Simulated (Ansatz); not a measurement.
`C/N=C\N`, relaxed with RKS PBE-D4/def2-SVP in the Gaussian-basis code of Ansatz from a rough embedded geometry. The force threshold is 0.03 eV/Å; the program also tests the step.

The species carries charge 0 and has multiplicity 1.

Start:

```xyz
10

C     1.264    0.500    0.121
N     0.035    0.984    0.583
C    -0.962    0.256    0.384
N    -1.121   -0.974   -0.318
H     2.106    1.208    0.464
H     1.576   -0.492    0.545
H     1.364    0.443   -0.983
H    -1.980    0.592    0.679
H    -0.294   -1.297   -0.817
H    -1.987   -1.221   -0.660
```

Question: How much energy does the relaxation release, and in how many steps? (Estimate.)

Answer: Computed: 30.28 kJ/mol, in 6 steps, 1 of them rejected.

Question: Which bonds change most? (Best estimate.)

Answer: Ansatz gave: N4–H10 from 0.964 to 1.019 Å; C1–N2 from 1.399 to 1.447 Å; C3–N4 from 1.425 to 1.379 Å; C1–H5 from 1.153 to 1.109 Å.

Question: Give the relaxed structure. (An estimate is asked.)

Answer: Ansatz gave: 
```xyz
10

C     1.300    0.497    0.141
N     0.022    0.979    0.620
C    -1.016    0.272    0.346
N    -1.075   -0.929   -0.330
H     2.109    1.200    0.426
H     1.571   -0.502    0.564
H     1.342    0.392   -0.973
H    -2.005    0.619    0.711
H    -0.267   -1.246   -0.866
H    -1.980   -1.282   -0.638
```
